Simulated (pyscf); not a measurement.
PySCF, gas phase, ωB97X-D3(BJ)/def2-SVP geometries. MP2 and CC: frozen core, UHF for open shells. ΔMP2 is the change of the MP2 total energy from the triple- to the quadruple-zeta basis.

Q: What is the homolytic dissociation enthalpy (298 K, CCSD(T)/def2-TZVPP + ΔMP2(QZVPP)) of the B–S bond of HS–B(Cl)–Cl (SMILES SB(Cl)Cl), to SH• + [Cl–B–Cl]•?

A: B–S to SH• + [Cl–B–Cl]•: 104.1 kcal/mol. The radicals are drawn with the spin at the cut bond; how far it spreads was not checked. The CCSD(T) − MP2 part came from Ansatz, without density fitting, on the same reference. Left out: the spin-orbit lowering of SH.
